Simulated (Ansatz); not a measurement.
**Relative stability**

The two ends of one reaction step of CH8SSi, closed shell (PBE0-D4/def2-TZVP).

A:

Si1  (-0.666, -0.638, -0.291)
H2  (1.507, 2.517, -0.921)
H3  (-1.641, -1.761, -0.304)
H4  (-1.126, 0.380, -1.273)
C5  (-0.503, 0.093, 1.414)
H6  (1.646, 1.791, -1.032)
S7  (1.284, -1.350, -0.834)
H8  (-1.470, 0.468, 1.758)
H9  (-0.156, -0.657, 2.127)
H10  (0.206, 0.924, 1.413)
H11  (0.918, -1.767, -2.057)
(Å)

B:

| atom | x (Å) | y (Å) | z (Å) |
| --- | --- | --- | --- |
| Si1 | -0.9383 | 0.6279 | -0.4113 |
| H2 | 0.1699 | 1.3653 | -1.0798 |
| H3 | -1.1479 | -0.6470 | -1.1525 |
| H4 | -2.1759 | 1.4435 | -0.5485 |
| C5 | -0.5409 | 0.3030 | 1.3840 |
| H6 | 2.3427 | -0.3262 | -1.3236 |
| S7 | 2.3802 | -1.5311 | -0.7344 |
| H8 | -1.3556 | -0.2386 | 1.8697 |
| H9 | 0.3689 | -0.2957 | 1.4640 |
| H10 | -0.3871 | 1.2405 | 1.9231 |
| H11 | 1.2841 | -1.9416 | -1.3906 |

Program: Ansatz 0.2.0. Basis: def2-TZVPP. Cores are frozen in the correlated methods. B3LYP uses VWN-RPA correlation.

(1) Which structure is lower at CCSD(T), and by how much? (An estimate is asked for; the value comes from the calculation.)

T1 diagnostic: at most 0.010.

Results:

(1) By the calculation: A, by 0.314 eV (electronic energy, against the other). By their contacts, A is a complex of CH₆SSi ([CH3][SiH2][SH]) + H₂ and B is a complex of CH₆Si ([CH3][SiH3]) + H₂S.

All methods give the same order:

| method | E(B) − E(A) (eV) |
| --- | --- |
| SPW92 | 0.340 |
| PBE-D4 | 0.394 |
| BLYP-D4 | 0.353 |
| r2SCAN-D4 | 0.403 |
| B97M-V | 0.329 |
| PBE0-D4 | 0.375 |
| B3LYP-D4 | 0.332 |
| r2SCAN0-D4 | 0.383 |
| BHLYP-D4 | 0.306 |
| CAM-B3LYP-D4 | 0.282 |
| wB97X-V | 0.331 |
| wB97M-V | 0.345 |
| B2PLYP | 0.324 |
| PBE-QIDH | 0.378 |
| RPA on PBE | 0.266 |
| HF | 0.193 |
| MP2 | 0.409 |
| CCSD | 0.277 |
| CCSD(T) | 0.314 |

Labels in which every atom is bracketed show which atoms are joined, not bond orders.

For scale, one of the runs: CCSD(T)/def2-TZVPP, 227 basis functions, launched by `ansatz run in.yaml --threads 4 --pin off --events-out ev --progress --plain --max-ram 9574MiB`. Time: 45 s of wall clock on 4 CPU threads of an Arm Neoverse V2; the host was shared. Peak host memory: 3.5 GiB.
